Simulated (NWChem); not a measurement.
System: acetic acid (C2H4O2); SMILES O=C(O)C

NWChem printed, in part:

```
             Northwest Computational Chemistry Package (NWChem) 7.3.0
             --------------------------------------------------------

 CS  symmetry detected

                             Geometry "geometry" -> ""
                             -------------------------

 Output coordinates in angstroms (scale by  1.889725989 to convert to a.u.)

  No.       Tag          Charge          X              Y              Z
 ---- ---------------- ---------- -------------- -------------- --------------
    1 C                    6.0000    -0.02437693     1.39260094     0.00000000
    2 C                    6.0000     0.11557019    -0.10024893     0.00000000
    3 O                    8.0000    -1.08009443    -0.71147283     0.00000000
    4 O                    8.0000     1.15098701    -0.71032222     0.00000000
    5 H                    1.0000     0.96822827     1.85513448     0.00000000
    6 H                    1.0000    -0.59274985     1.71437371    -0.88481100
    7 H                    1.0000    -0.59274985     1.71437371     0.88481100
    8 H                    1.0000    -0.89702881    -1.66363355     0.00000000

 Effective nuclear repulsion energy (a.u.)     121.5409608436

      Symmetry information
      --------------------

 Group name             Cs
 Group number              2
 Group order               2
 No. of unique centers     7

                                 NWChem DFT Module
                                 -----------------

 Summary of "ao basis" -> "ao basis" (spherical)
 ------------------------------------------------------------------------------
       Tag                 Description            Shells   Functions and Types
 ---------------- ------------------------------  ------  ---------------------
 C                          def2-svp                 6       14   3s2p1d
 O                          def2-svp                 6       14   3s2p1d
 H                          def2-svp                 3        5   2s1p

      Symmetry analysis of basis
      --------------------------

        a'         53
        a"         23

            General Information
            -------------------
          SCF calculation type: DFT
          Wavefunction type:  closed shell.
          No. of atoms     :     8
          No. of electrons :    32
           Alpha electrons :    16
            Beta electrons :    16
          Charge           :     0
          Spin multiplicity:     1
          Use of symmetry is: on ; symmetry adaption is: on
          Maximum number of iterations: 150
          AO basis - number of functions:    76
                     number of shells:    36
          Convergence on energy requested:  1.00D-06
          Convergence on density requested:  1.00D-05
          Convergence on gradient requested:  5.00D-04

              XC Information
              --------------
                         PBE0 Method XC Functional
                     Hartree-Fock (Exact) Exchange  0.250
          PerdewBurkeErnzerhof Exchange Functional  0.750
            Perdew 1991 LDA Correlation Functional  1.000 local
           PerdewBurkeErnz. Correlation Functional  1.000 non-local

             Grid Information
             ----------------
          Grid used for XC integration:  medium
          Radial quadrature: Mura-Knowles
          Angular quadrature: Lebedev.
          Tag              B.-S. Rad. Rad. Pts. Rad. Cut. Ang. Pts.
          ---              ---------- --------- --------- ---------
          C                   0.70       49          10.0       434
          O                   0.60       49           9.0       434
          H                   0.35       45          11.0       434
          Grid pruning is: on
          Number of quadrature shells:   331
          Spatial weights used:  Erf1

      Superposition of Atomic Density Guess
      -------------------------------------

 Sum of atomic energies:        -226.62904483

      Non-variational initial energy
      ------------------------------

 Total energy =    -228.626225
 1-e energy   =    -549.612073
 2-e energy   =     199.444887
 HOMO         =      -0.393659
 LUMO         =       0.042277

      Symmetry analysis of molecular orbitals - initial
      -------------------------------------------------

  Numbering of irreducible representations:

     1 a'          2 a"

  Orbital symmetries:

     1 a'          2 a'          3 a'          4 a'          5 a'
     6 a'          7 a'          8 a'          9 a'         10 a'
    11 a"         12 a'         13 a"         14 a'         15 a"
    16 a'         17 a"         18 a'         19 a'         20 a'
    21 a"         22 a'         23 a'         24 a'         25 a"
    26 a'

   convergence    iter        energy       DeltaE   RMS-Dens  Diis-err
 ---------------- ----- ----------------- --------- --------- ---------
 d= 0,ls=0.0,diis     1   -228.5423158262 -3.50D+02  2.34D-02  1.08D+00
 d= 0,ls=0.0,diis     2   -228.3307544693  2.12D-01  1.55D-02  3.50D+00
 d= 0,ls=0.0,diis     3   -228.6577446693 -3.27D-01  3.09D-03  8.56D-02
 d= 0,ls=0.0,diis     4   -228.6634835818 -5.74D-03  1.11D-03  2.60D-02
 d= 0,ls=0.0,diis     5   -228.6658975936 -2.41D-03  1.62D-04  3.86D-04
  Resetting Diis
 d= 0,ls=0.0,diis     6   -228.6659313345 -3.37D-05  4.56D-05  2.38D-05
 d= 0,ls=0.0,diis     7   -228.6659341507 -2.82D-06  2.18D-05  8.98D-07
 d= 0,ls=0.0,diis     8   -228.6659340554  9.53D-08  1.18D-05  1.92D-06
 d= 0,ls=0.0,diis     9   -228.6659342495 -1.94D-07  2.50D-06  9.82D-08

         Total DFT energy =     -228.665934249485
      One electron energy =     -552.595133552756
           Coulomb energy =      231.645006342762
    Exchange-Corr. energy =      -29.256767883097
 Nuclear repulsion energy =      121.540960843606

 Numeric. integr. density =       32.000003612142

                  Occupations of the irreducible representations
                  ----------------------------------------------

                     irrep           alpha         beta
                     --------     --------     --------
                     a'               13.0         13.0
                     a"                3.0          3.0

                       DFT Final Molecular Orbital Analysis
                       ------------------------------------

 Vector   14  Occ=2.000000D+00  E=-4.061597D-01  Symmetry=a"
              MO Center= -3.2D-01,  7.8D-01,  1.5D-14, r^2= 2.4D+00
   Bfn.  Coefficient  Atom+Function         Bfn.  Coefficient  Atom+Function
  ----- ------------  ---------------      ----- ------------  ---------------
     6      0.361400  1 C  pz                34     -0.300172  3 O  pz
    62     -0.264466  6 H  s                 67      0.264466  7 H  s
    37     -0.207790  3 O  pz                 9      0.191051  1 C  pz
    48     -0.180602  4 O  pz                20     -0.147578  2 C  pz
    51     -0.113554  4 O  pz                23     -0.098977  2 C  pz

 Vector   15  Occ=2.000000D+00  E=-3.364676D-01  Symmetry=a"
              MO Center=  6.4D-02, -6.6D-01, -2.6D-16, r^2= 1.8D+00
   Bfn.  Coefficient  Atom+Function         Bfn.  Coefficient  Atom+Function
  ----- ------------  ---------------      ----- ------------  ---------------
    34      0.450916  3 O  pz                48     -0.446373  4 O  pz
    37      0.352866  3 O  pz                51     -0.320665  4 O  pz
    20     -0.141710  2 C  pz                23     -0.068917  2 C  pz
    63     -0.056443  6 H  s                 68      0.056443  7 H  s
    27      0.047425  2 C  d  1              62     -0.039883  6 H  s

 Vector   16  Occ=2.000000D+00  E=-2.912939D-01  Symmetry=a'
              MO Center=  7.2D-01, -4.7D-01, -1.1D-15, r^2= 1.7D+00
   Bfn.  Coefficient  Atom+Function         Bfn.  Coefficient  Atom+Function
  ----- ------------  ---------------      ----- ------------  ---------------
    47      0.502065  4 O  py                50      0.350679  4 O  py
    46      0.287008  4 O  px                32      0.244869  3 O  px
     3     -0.211833  1 C  s                 49      0.208325  4 O  px
    35      0.193535  3 O  px                 5      0.181225  1 C  py
    31      0.134288  3 O  s                  8      0.133566  1 C  py

 Vector   17  Occ=0.000000D+00  E= 1.787144D-02  Symmetry=a"
              MO Center=  1.8D-01, -1.8D-02, -2.2D-15, r^2= 2.2D+00
   Bfn.  Coefficient  Atom+Function         Bfn.  Coefficient  Atom+Function
  ----- ------------  ---------------      ----- ------------  ---------------
    20      0.560725  2 C  pz                23      0.513614  2 C  pz
    51     -0.413686  4 O  pz                63      0.413932  6 H  s
    68     -0.413932  7 H  s                 48     -0.382496  4 O  pz
    37     -0.244772  3 O  pz                 9      0.229166  1 C  pz
    34     -0.228132  3 O  pz                62      0.157202  6 H  s

 Vector   18  Occ=0.000000D+00  E= 6.676417D-02  Symmetry=a'
              MO Center= -6.0D-01, -5.9D-01,  1.0D-16, r^2= 6.2D+00
   Bfn.  Coefficient  Atom+Function         Bfn.  Coefficient  Atom+Function
  ----- ------------  ---------------      ----- ------------  ---------------
     3      1.954864  1 C  s                 73     -1.105516  8 H  s
    58     -0.742218  5 H  s                 63     -0.694679  6 H  s
    68     -0.694679  7 H  s                 31      0.640329  3 O  s
    17     -0.575996  2 C  s                 22     -0.320890  2 C  py
    36     -0.296548  3 O  py                33     -0.192791  3 O  py

[...]
```

Level: PBE0/def2-SVP, vertical spin-unrestricted ions. The geometry was optimised at PBE0/def2-SVP.

Problem. Write an input that gives this output.

Solution. One answer among several that fit: the input that was run:
```
start job
memory heap 200 mb stack 900 mb global 1100 mb
geometry units angstroms noautoz
  C     -0.034222     1.388339     0.000000
  C      0.106171    -0.104469     0.000000
  O     -1.089311    -0.716050     0.000000
  O      1.141770    -0.714233     0.000000
  H      0.958245     1.851169     0.000000
  H     -0.602691     1.709942    -0.884811
  H     -0.602691     1.709942     0.884811
  H     -0.905961    -1.668156     0.000000
end
basis spherical
  * library def2-svp
end
dft
  xc pbe0
  iterations 150
  vectors input atomic output neutral.movecs
end
task dft energy
charge 1
dft
  odft
  mult 2
  vectors input atomic output cation.movecs
end
task dft energy
```
